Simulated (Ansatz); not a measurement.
**Vacancy formation energy of some simple (sp) metals**

Method: r²SCAN in Ansatz (PAW). References are values drawn from measurements at high temperature, some the midpoints of printed ranges; the computed ones are for finite supercells of unlike sizes.

Values in eV.

| solid | reference | r²SCAN | deviation (eV) |
|---|---|---|---|
| bcc Rb | 0.3 | 0.30 | 0.00 |
| bcc K | 0.34 | 0.36 | +0.020 |
| bcc Li | 0.4 | 0.56 | +0.16 |
| fcc Pb | 0.58 | 0.31 | -0.27 |
| bcc Na | 0.36 | 0.42 | +0.060 |
| fcc Al | 0.66 | 0.83 | +0.17 |
| hcp Zn | 0.54 | 0.40 | -0.14 |

Over these 7 solids the mean deviation is 0.000 eV, the mean absolute deviation 0.12 eV (median 0.14 eV), and the worst case fcc Pb at -0.27 eV; the value is above the reference in 4 of 7 cases.

Spin–orbit coupling is left out, also for the solids with elements from indium on (fcc Pb); its size isn't shown.

Differences are worked out from the printed values.

Each level is taken at its own relaxed cell. Ansatz's density-functional and Hartree–Fock values are scalar-relativistic unless marked +SOC, with PAW data made under PBE.

Not in this set, of the simple (sp) metals with a reference value in our tables and a result at some level: 1 for a reference that its source doubts or gives as a wide range. These can be a level's best or worst cases. Solids without a released value at any level aren't counted. Layered and molecular crystals are counted apart. The metals Ce to Yb are counted apart.

References as tabulated in Garrity and Choudhary (2023), arXiv:2112.11585; Riffe and Christensen (2024), arXiv:2406.09527.

Ansatz is a quantum-chemistry and plane-wave program.
